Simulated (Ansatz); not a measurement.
H$_{4}$SSi$_{2}$ (`[SiH2]1[SiH2]S1`), 7 atoms. Total charge 0; spin multiplicity 1. All runs use 2 threads of an Intel Xeon 6975P-C on a shared host. Correlated methods freeze the cores. Open-shell runs search over several starts.

(1) How many basis functions does each run have, and how long does it take in Ansatz? UHF-MP2/def2-QZVPP energy of the cation; UKS ωB97X-V/def2-TZVPP energy of the cation; RKS ωB97M-V/def2-SVP energy; UKS B3LYP-D4/def2-TZVPP energy of the cation; UKS PBE-D4/def2-TZVPP energy of the cation; RHF-MP2/def2-QZVPP energy; UKS B2PLYP (frozen core)/def2-TZVPP energy of the cation; UKS ωB97M-V/def2-TZVPP energy of the cation; RKS B2PLYP (frozen core)/def2-TZVPP energy; RKS r2SCAN-D4/def2-TZVPP energy and forces; RKS HSE06 (plane-wave form)-D4/def2-TZVPP energy; direct RPA on PBE orbitals/def2-TZVPP energy. (Estimate.)

Results:

(1) Computed: Other jobs shared the machine, so times are rough.

```tsv
level	job	functions	wall time	peak host memory (GiB)
RKS HSE06 (plane-wave form)-D4/def2-TZVPP	energy	182	1.6 s	0.39
RKS ωB97M-V/def2-SVP	energy	74	1.9 s	0.21
direct RPA on PBE orbitals/def2-TZVPP	energy	182	1.9 s	0.32
RKS r2SCAN-D4/def2-TZVPP	energy and forces	182	2 s	0.24
RKS B2PLYP (frozen core)/def2-TZVPP	energy	182	2.4 s	0.36
RHF-MP2/def2-QZVPP	energy	330	7.5 s	1.2
UKS PBE-D4/def2-TZVPP	energy of the cation	182	8 s	0.44
UKS B2PLYP (frozen core)/def2-TZVPP	energy of the cation	182	8 s	0.52
UKS B3LYP-D4/def2-TZVPP	energy of the cation	182	13 s	0.72
UKS ωB97X-V/def2-TZVPP	energy of the cation	182	18 s	0.89
UKS ωB97M-V/def2-TZVPP	energy of the cation	182	19 s	0.93
UHF-MP2/def2-QZVPP	energy of the cation	330	26 s	1.3
```

B3LYP here is the variant with VWN-RPA as its local correlation; programs differ in this.
